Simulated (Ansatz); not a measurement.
# C3H6O: basis-set convergence

An exercise on one series of results from a longer session: the logs are not shown, and one member is left open.

Method: one geometry, several basis sets; program: Ansatz 0.2.0, Gaussian basis.

The runs, in order: PBE0-D4/def2-SVP; ωB97M-V/def2-SVP; PBE0-D4/def2-QZVPP; ωB97M-V/def2-QZVPP; the functionals' def2-TZVPP values are taken from earlier runs.

### The geometry

An earlier PBE0-D4 in a triple-zeta def2 set relaxation fixed the geometry.

SMILES `C=COC`, 10 atoms, charge 0, spin multiplicity 1.

Atoms are counted from 1 here; the program's logs count them from 0.

Bond lengths: C1–C2 1.330 Å, C1–H5 1.081 Å, C1–H6 1.081 Å, C2–O3 1.344 Å, C2–H7 1.085 Å, O3–C4 1.408 Å, C4–H8 1.089 Å, C4–H9 1.095 Å, C4–H10 1.095 Å. Angles: C2–C1–H5 123.6°, C2–C1–H6 118.7°, H5–C1–H6 117.7°, C1–C2–O3 128.1°, C1–C2–H7 121.8°, O3–C2–H7 110.2°, C2–O3–C4 116.4°, O3–C4–H8 106.6°, O3–C4–H9 111.0°, O3–C4–H10 111.0°, H8–C4–H9 109.6°, H8–C4–H10 109.6°, H9–C4–H10 108.9°.

As a file:

```xyz
10
charge 0, multiplicity 1
C     0.0611    1.3270    0.5604
C    -0.9247    0.4730    0.3012
O    -0.8359   -0.7580   -0.2309
C     0.4581   -1.2063   -0.5569
H     1.1029    1.1163    0.3617
H    -0.1844    2.2863    0.9935
H    -1.9609    0.7149    0.5126
H     0.3456   -2.2070   -0.9702
H     0.9250   -0.5518   -1.3010
H     1.0963   -1.2456    0.3326
```

Set-up of the first run:

Input file in.yaml:

```yaml
crystal:
  periodic: [false, false, false]
  atoms:
    - {symbol: C, position_ang: [0.061146, 1.327006, 0.560422]}
    - {symbol: C, position_ang: [-0.924727, 0.472964, 0.301183]}
    - {symbol: O, position_ang: [-0.835871, -0.758027, -0.230855]}
    - {symbol: C, position_ang: [0.458107, -1.206307, -0.556945]}
    - {symbol: H, position_ang: [1.102872, 1.116318, 0.361664]}
    - {symbol: H, position_ang: [-0.184434, 2.286349, 0.993538]}
    - {symbol: H, position_ang: [-1.960933, 0.714872, 0.512609]}
    - {symbol: H, position_ang: [0.345635, -2.207027, -0.970159]}
    - {symbol: H, position_ang: [0.925000, -0.551770, -1.301042]}
    - {symbol: H, position_ang: [1.096305, -1.245576, 0.332582]}
basis:
  gaussian: {orbitals: def2-SVP}
hamiltonian: {xc: pbe0, dispersion: d4}
output: {orbitals: {seedname: orbitals}}
```

Steps of the session up to this table: PBE0-D4 in def2-SVP; ωB97M-V in def2-SVP; PBE0-D4 in def2-QZVPP; ωB97M-V in def2-QZVPP.

One of the session's tables, all rows but one given; the rest of the session is left out.

It belongs to the step «Density functionals: the series». 

```
functional       basis  HOMO (eV)  LUMO (eV)
   PBE0-D4    def2-SVP      -6.62       1.18
   PBE0-D4  def2-TZVPP          ?          ?
   PBE0-D4  def2-QZVPP      -6.76       0.80
   ωB97M-V    def2-SVP      -8.87       3.44
   ωB97M-V  def2-TZVPP      -8.99       3.02
   ωB97M-V  def2-QZVPP      -9.01       1.99
```

Q: Estimate the row for PBE0-D4, def2-TZVPP from the others.

**Answer.** HOMO (eV): -6.73; LUMO (eV): 0.90. In the column «HOMO (eV)» it lies between PBE0-D4, def2-QZVPP (-6.76) and PBE0-D4, def2-SVP (-6.62).
